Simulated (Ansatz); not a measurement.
Input file:

```yaml
crystal:
  periodic: [false, false, false]
  atoms:
    - {symbol: B, position_ang: [0.000000, 0.016116, 1.931055]}
    - {symbol: N, position_ang: [0.000000, 0.074561, 0.673291]}
    - {symbol: Si, position_ang: [0.000000, -0.093854, -1.030677]}
    - {symbol: H, position_ang: [0.000000, 1.406192, -1.349441]}
basis:
  gaussian: {orbitals: cc-pVDZ}
magnetization: {spin_polarized: false, initial_magnetization: 3}
hamiltonian: {xc: {name: PBE}}
correlation: {method: ccsd, electrons: valence}
output: {forces: true}
```

```sh
$ ansatz run in.yaml --threads 1 --pin off --events-out ev --progress --plain --max-ram 2393MiB
```

Log:

```
497 factors; integrals over basis functions are off by at most 1.2e-3 eV
mean field evaluation 1: about -10038.5514 eV, gradient 6.7e1 eV
mean field evaluation 2: about -10038.5496 eV, gradient 6.7e1 eV
mean field evaluation 4: about -10043.8523 eV, gradient 4.1e1 eV
mean field evaluation 8: about -10048.7013 eV, gradient 1.9e0 eV
mean field evaluation 16: about -10048.7167 eV, gradient 3.5e-4 eV
mean field evaluation 32: about -10022.7501 eV, gradient 2.2e1 eV
mean field -10048.71669342 eV, -369.2835272182 hartree, gradient 5.8e-6 eV, S^2 3.750000; 1 other end points of the search recorded, 0 dependent functions left out
mean field evaluation 64: about -10028.3900 eV, gradient 8.5e-3 eV
7 core orbitals not correlated: weight in the atoms' cores, before any rotation towards them, 1.000 or more for the frozen orbitals, at most 0.000 for the correlated occupied ones
reference -10027.20189080 eV, -368.4928728052 hartree; 8, 5 occupied and 36, 39 virtual orbitals, 497 factors
second order -8.38964583 eV of doubles, -0.61376315 eV of singles
cycle   1  -8.56808587 eV  change    4.3e-1 eV  update   1.1e-1
cycle   2  -8.91528255 eV  change   -3.5e-1 eV  update   4.6e-2
cycle   3  -9.03875162 eV  change   -1.2e-1 eV  update   1.9e-2
cycle   4  -9.04586166 eV  change   -7.1e-3 eV  update   8.5e-3
cycle   5  -9.04921277 eV  change   -3.4e-3 eV  update   4.3e-3
cycle   6  -9.04998256 eV  change   -7.7e-4 eV  update   1.9e-3
cycle   7  -9.04986721 eV  change    1.2e-4 eV  update   1.0e-3
cycle   8  -9.05035144 eV  change   -4.8e-4 eV  update   4.4e-4
cycle   9  -9.05041239 eV  change   -6.1e-5 eV  update   1.8e-4
cycle  10  -9.05032139 eV  change    9.1e-5 eV  update   8.3e-5
cycle  11  -9.05041068 eV  change   -8.9e-5 eV  update   4.4e-5
cycle  12  -9.05037244 eV  change    3.8e-5 eV  update   2.2e-5
cycle  13  -9.05039527 eV  change   -2.3e-5 eV  update   1.3e-5
cycle  14  -9.05039306 eV  change    2.2e-6 eV  update   6.1e-6
cycle  15  -9.05038940 eV  change    3.7e-6 eV  update   2.7e-6
cycle  16  -9.05039073 eV  change   -1.3e-6 eV  update   1.2e-6
the calculation of the forces begins
Total energy: -10036.25228153 eV, -368.8254685300 hartree
Atom 0 at     0.000000     0.016116     1.931055 Å, force    -0.000000    -0.050901     1.217053 eV/Å
Atom 1 at     0.000000     0.074561     0.673291 Å, force     0.000000    -0.685949    -0.331320 eV/Å
Atom 2 at     0.000000    -0.093854    -1.030677 Å, force    -0.000000     1.336897    -0.081521 eV/Å
Atom 3 at     0.000000     1.406192    -1.349441 Å, force     0.000000    -0.600048    -0.804212 eV/Å
Dipole moment:     0.000000    -0.094835    -0.037895 e Å
```

Forces (eV/Å):
```
B    0.000 -0.051  1.217
N    0.000 -0.686 -0.331
Si   0.000  1.337 -0.082
H    0.000 -0.600 -0.804
```

Ran on 1 thread of Arm Neoverse V1, shared host: 8.5 s wall, 0.17 GiB peak host memory.
